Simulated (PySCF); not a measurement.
Simulated outer-valence photoelectron spectrum of `C[SiH3]`. Computed with EOM-IP-CCSD/aug-cc-pVDZ in PySCF, restricted Hartree–Fock reference, frozen core, non-relativistic, gas phase, PBE0-D3(BJ)/def2-SVP geometry.

Each root has a Gaussian of 0.5 eV full width with its one-hole share as area; cross sections and vibrations are left out, and the highest printed point is 100.

| ionisation energy (eV) | intensity |
| --- | --- |
| 11.0 | 1 |
| 11.2 | 6 |
| 11.4 | 28 |
| 11.6 | 56 |
| 11.8 | 80 |
| 12.0 | 100 |
| 12.2 | 73 |
| 12.4 | 23 |
| 12.6 | 3 |
| 12.8 | 0 |
| 13.0 | 0 |
| 13.2 | 0 |
| 13.4 | 0 |
| 13.6 | 0 |
| 13.8 | 1 |
| 14.0 | 11 |
| 14.2 | 50 |
| 14.4 | 91 |
| 14.6 | 69 |
| 14.8 | 22 |
| 15.0 | 3 |
| 15.2 | 0 |
| 15.4 | 0 |
| 15.6 | 0 |
| 15.8 | 0 |
| 16.0 | 0 |
| 16.2 | 0 |
| 16.4 | 0 |
| 16.6 | 0 |
| 16.8 | 0 |
| 17.0 | 3 |
| 17.2 | 17 |
| 17.4 | 39 |
| 17.6 | 37 |
| 17.8 | 15 |
| 18.0 | 2 |
| 18.2 | 0 |

Question: Where are the maxima, and how many lines lie under the curve?

Answer: 3 maxima, at 12.0, 14.4 and 17.5 eV, from 4 lines (6 roots with degenerate partners counted). At this width some lines have no maximum of their own.

Question: List the lines with their holes.

Answer: 
```json
{"E (eV)": "11.62", "leading hole (HF orbital)": "HOMO", "area": "0.95", "Koopmans (eV)": "12.37"}
{"E (eV)": "12.05", "leading hole (HF orbital)": "HOMO-1/HOMO-2", "area": "1.90", "Koopmans (eV)": "12.64"}
{"E (eV)": "14.44", "leading hole (HF orbital)": "HOMO-3/HOMO-4", "area": "1.90", "Koopmans (eV)": "15.30"}
{"E (eV)": "17.49", "leading hole (HF orbital)": "HOMO-5", "area": "0.87", "Koopmans (eV)": "18.99"}
```

The widest gap, 3.05 eV, lies between 14.44 and 17.49 eV. Only orbitals with −ε under 21 eV, eight at most, were ionised, so the high end of the curve may lack lines.
